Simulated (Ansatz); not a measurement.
A made-up structure of B$_{2}$H$_{3}$O, doublet:

```csv
atom,x (Å),y (Å),z (Å)
B1,-1.2534,-0.1114,-0.5422
B2,0.4687,0.1848,-0.1564
O3,1.3572,-0.0681,1.0606
H4,-2.4822,-0.2436,-1.0159
H5,1.0635,0.7682,-1.2307
H6,0.8461,-0.5300,1.8847
```

It is relaxed with PBE-D4/def2-SVP and then PBE0-D4/def2-TZVP (Ansatz 0.2.0). Atoms count as bonded within 1.22 times the sum of their covalent radii (H–H: 0.88 Å). The end point is not checked to be a true minimum.

**Question.** Does its bonding change? (Judge from chemistry; the calculation decides.)

**Answer.** Computed: Yes. Formed: B1–H5; broken: B2–H5.

Where it ends: The first stage lowers the energy by 1.95 eV in 31 steps. It ends as B₂H₃O ([BH2][B][OH]):
B1  (-0.623, 0.184, -0.902)
B2  (0.227, 0.088, 0.415)
O3  (0.922, 0.057, 1.519)
H4  (-1.790, -0.078, -0.875)
H5  (-0.094, 0.513, -1.924)
H6  (1.358, -0.765, 1.767)
(Å)

Labels in which every atom is bracketed show which atoms are joined, not bond orders.

For scale, one of the runs: PBE0-D4/def2-TZVP relaxation, 111 basis functions, launched by `ansatz run in.yaml --threads 2 --pin off --events-out ev --progress --plain --max-ram 4352MiB`. Hardware: 2 CPU threads of an Intel Xeon 6975P-C, shared host. Wall time about 7.5 s.
